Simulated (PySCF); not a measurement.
Cyclopropylamine, C3H7N.
Structure used (PBE0-D3(BJ)/def2-SVP), in Å, numbered top down from 1:
```xyz
11
C3H7N angstrom
N      1.3553    0.4718    0.7828
C      0.3519    0.4543   -0.2369
C     -1.0819    0.2859    0.1378
C     -0.3893   -0.7900   -0.6581
H      1.0466   -0.0476    1.6013
H      2.2062    0.0189    0.4537
H      0.5515    1.1783   -1.0362
H     -1.8355    0.9064   -0.3538
H     -1.3051    0.0757    1.1889
H     -0.6603   -0.9182   -1.7101
H     -0.1415   -1.7209   -0.1386
```

Lines to be assigned: C 1s: 290.63 (area 2), 291.41 (area 1) eV; N 1s: 405.08 eV.

Theory: PySCF 2.14.0, delta-SCF UKS SCAN, pcX-2 on the ionised atom, pcseg-1 elsewhere, spin-free X2C. The structure is a single PBE0-D3(BJ)/def2-SVP conformer in the gas phase; no vibrational or solvent corrections.

(1) Order the carbon atoms by C 1s binding energy.

Results:

(1) 290.63 eV: C3/C4 (three-membered-ring carbon); 291.41 eV: C2 (sp3 carbon bound to nitrogen). Lowest listed C 1s: C3/C4, bonded to 2 C and 2 H. Highest, 0.78 eV above it: C2, bonded to N, 2 C and H. Summing the Pauling electronegativity differences to the bonded atoms, each weighted by its formal bond order, gives -0.70 for the lowest site and +0.14 for the highest.

Bonded neighbours of each site: N1: C and 2 H; C2: N, 2 C and H; C3/C4: 2 C and 2 H.

Task: Which photon wavelength matches the C 1s of C2 threshold?

Result: λ = hc/E = 12398.42 eV Å / 291.41 eV = 42.546 Å.

One atom of each set of topologically equivalent atoms was ionised and stands for the set; in this conformer not all members are related by symmetry, and their own values weren't computed.

On Arm Neoverse V1, one thread, no GPU (shared host), this took 14 s of wall time and 0.39 GiB of memory at its peak.
